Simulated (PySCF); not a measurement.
A PySCF script (with the pyscf-properties extension) for the NMR shieldings of SMILES C[Si]C, C$_{2}$H$_{6}$Si, on a PBE0-D3(BJ)/def2-SVP geometry:

```python
import basis_set_exchange as bse
import numpy as np
from pyscf import gto, dft
from pyscf.prop import nmr

atoms = """
Si   -0.001226    0.009183   -1.308278
C     1.434835   -0.012154   -0.050915
H     1.375389   -0.927530    0.567476
H     1.351252    0.836580    0.652732
H     2.428287    0.020667   -0.521847
C    -1.434787    0.010845   -0.047912
H    -1.380028    0.926204    0.571260
H    -1.344806   -0.837891    0.654668
H    -2.428905   -0.025915   -0.517173
"""
names = dict.fromkeys(["Si", "C", "H"], "pcSseg-1")
basis = {el: gto.basis.parse(bse.get_basis(n, elements=[el], fmt="nwchem")) for el, n in names.items()}
mol = gto.M(atom=atoms, basis=basis, charge=0, verbose=0)
mf = dft.RKS(mol, xc="PBE0")
mf.grids.level = 2
mf.grids.alignment = dft.numint.BLKSIZE   # the property module wants whole blocks of grid points
mf.conv_tol = 1e-9
mf.kernel()

calc = nmr.RKS(mf)   # GIAO
C = mf.mo_coeff
Co = C[:, mf.mo_occ > 0]
resp = mf.gen_response(singlet=True, hermi=2)
def vind(x):   # induced exchange potential for any number of trial vectors
    d = np.einsum("pi,xij,qj->xpq", C, 2 * x.reshape(-1, C.shape[1], Co.shape[1]), Co, optimize=True)
    return np.einsum("xpq,pi,qj->xij", resp(d - d.transpose(0, 2, 1)), C, Co, optimize=True).ravel()
mo1, _ = nmr.rhf.solve_mo1(calc, with_cphf=vind)
sigma = calc.kernel(mo1)
for i, s in enumerate(sigma):   # ppm
    w = np.linalg.eigvalsh((s + s.T) / 2)
    print("%2d %-2s iso %8.1f  s11 %8.1f  s22 %8.1f  s33 %8.1f" % (i, mol.atom_pure_symbol(i), w.mean(), *w))
```

Question: What does it print?

Answer: 
```
 0 Si iso   -468.9  s11  -1659.7  s22   -131.1  s33    384.0
 1 C  iso    144.4  s11     90.8  s22    169.6  s33    172.9
 2 H  iso     30.4  s11     25.9  s22     30.6  s33     34.7
 3 H  iso     30.2  s11     26.0  s22     30.3  s33     34.3
 4 H  iso     27.8  s11     26.1  s22     26.7  s33     30.5
 5 C  iso    144.4  s11     90.7  s22    169.6  s33    173.0
 6 H  iso     30.5  s11     25.9  s22     30.7  s33     34.7
 7 H  iso     30.1  s11     26.0  s22     30.2  s33     34.3
 8 H  iso     27.8  s11     26.1  s22     26.7  s33     30.5
```

These numbers come from an equivalent density-fitted implementation of the same equations, which agrees with the script to about 0.01 ppm for H and up to a few tenths of a ppm for heavy atoms, so last digits may differ.

Question: Turn these shieldings into chemical shifts. References, each an isolated molecule treated in the same way: ²⁹Si (351.99 ppm) and ¹³C (184.41 ppm) and ¹H (31.27 ppm) vs TMS.

Answer: Averaging equivalent atoms: Si 0: 820.9; C 1/5: 40.0; H 2/3/4/6/7/8: 1.82 ppm. 

Size and cost of the density-fitted run: 88 basis functions, 4 s wall time on 1 thread of an Arm Neoverse V1, shared host.
